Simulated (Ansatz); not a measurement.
**Worked example: correlation energy of HGeMg, quartet**

Geometry: a point of a breathe scan, not a stationary point.

```xyz
3

Ge    0.0000    0.0000    0.4774
Mg    0.0000    0.0000   -3.2993
H     0.0000    0.0000    2.8219
```

Basis 6-31G (Cartesian d functions); Ansatz 0.2.0. Correlated methods freeze the noble-gas cores and the filled d shells of p-block atoms, which leaves 7 electrons in 25 orbitals. R marks a restricted (for open shells ROHF) determinant. No spin–orbit coupling is included, and no scalar relativity. The metal's outer-core shells are frozen, which leaves out core–valence correlation.

Full CI is exact within this basis and frozen core; it isn't the basis-set limit.

RCCSD has a T1 diagnostic of 0.034 and a largest doubles amplitude of 0.10.

Runs differ by some tens of microhartree through their thresholds and, for an open shell, their frozen cores, so steps under 0.03 kcal/mol mean nothing.

```
    level  total energy (hartree)
      RHF            -2275.085005
     RMP2            -2275.124295
    RCCSD            -2275.148533
 RCCSD(T)            -2275.149246
   RCCSDT            -2275.149822
RCCSDT(Q)            -2275.149849
  full CI            -2275.149863
```

Task: What is the correlation energy at full CI, and what share of it do RMP2 and RCCSD(T) recover?

Result: E(corr) = -2275.149863 − (-2275.085005) = -0.064858 hartree = -1.765 eV. RMP2: -0.039290 / -0.064858 = 60.58 %. RCCSD(T): -0.064241 / -0.064858 = 99.05 %.

Task: By how many kcal/mol does RCCSD(T) miss full CI (1 hartree = 627.509 kcal/mol), and which steps make up the rest?

Result: -2275.149246 − (-2275.149863) = 0.000617 hartree = 0.39 kcal/mol. Steps: RCCSDT − RCCSD(T) = -0.36, RCCSDT(Q) − RCCSDT = -0.02, full CI − RCCSDT(Q) = -0.01 kcal/mol. That is within 1 kcal/mol of the reference in this basis, which itself misses far more of the correlation at the basis-set limit.
